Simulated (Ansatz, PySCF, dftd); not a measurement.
Species: C₂H₄Cl, charge 0, doublet. C2H4Cl (SMILES [CH2]CCl, doublet).
B3LYP-D3(BJ)/def2-TZVP minimum from Ansatz (a first-principles code):
```xyz
7

C      0.1737     0.8729    -0.0003
C      1.5889     0.5374    -0.0162
Cl    -0.8506    -0.6988     0.0079
H     -0.1451     1.3931     0.8974
H     -0.1643     1.3962    -0.8891
H      2.1065     0.3124     0.9055
H      2.0865     0.3157    -0.9496
```
Charge 0, spin multiplicity 2.

Property: enthalpy of formation at 298 K (by atomisation, with ideal-gas terms from PySCF's Hessian at B3LYP-D3(BJ)/def2-TZVP and the atoms' measured values of the G2/97 table; no spin-orbit terms), in kcal/mol. Radicals and triplets start from unrestricted determinants; spin-orbit coupling is neglected. Cores are frozen in correlated methods. Rows without X2C or -DK are non-relativistic. CBS(X,Y): correlation extrapolated as X^-3, Hartree-Fock from the larger set. A bracket is a step between two methods taken in the basis named. Functionals run without relativity, which enters their misses. 'core' is core correlation in cc-pwCVTZ (1s frozen past Ne), 'X2C' scalar relativity in cc-pVTZ-DK, both at CCSD(T). For partners of very few electrons the exact lower level stands in for a higher one.

| level | program | enthalpy of formation at 298 K (kcal/mol) | difference against the last row |
|---|---|---|---|
| HF/aug-cc-pV(D+d)Z | Ansatz | 172.8 | 151.5 |
| PBE-D3(BJ)/def2-TZVPD | Ansatz + dftd3 | 6.4 | -14.9 |
| CAM-B3LYP-D4/def2-TZVPD | Ansatz + dftd4 | 20.2 | -1.1 |
| CAM-B3LYP/def2-TZVPD | Ansatz | 22.1 | 0.8 |
| MP2/cc-pV(D+d)Z | Ansatz | 61.5 | 40.2 |
| MP2/cc-pV(Q+d)Z | Ansatz | 23.0 | 1.7 |
| MP2/CBS(aug-cc-pV(T+d)Z,aug-cc-pV(Q+d)Z) | Ansatz | 16.9 | -4.4 |
| CCSD/cc-pV(D+d)Z | Ansatz | 71.9 | 50.6 |
| CCSD(T)/aug-cc-pV(D+d)Z | Ansatz | 60.1 | 38.8 |
| CCSD(T)/aug-cc-pV(T+d)Z | Ansatz | 34.0 | 12.7 |
| CCSD(T)/CBS(aug-cc-pV(T+d)Z,aug-cc-pV(Q+d)Z) + core + X2C | Ansatz | 21.7 | 0.4 |
| CCSDT(Q)/cc-pV(D+d)Z | Ansatz | 66.1 | 44.8 |
| CCSD(T)/CBS(cc-pV(T+d)Z,cc-pV(Q+d)Z) + [CCSDT(Q) - CCSD(T)]/cc-pV(D+d)Z + core + X2C | Ansatz | 21.3 | 0.0 |
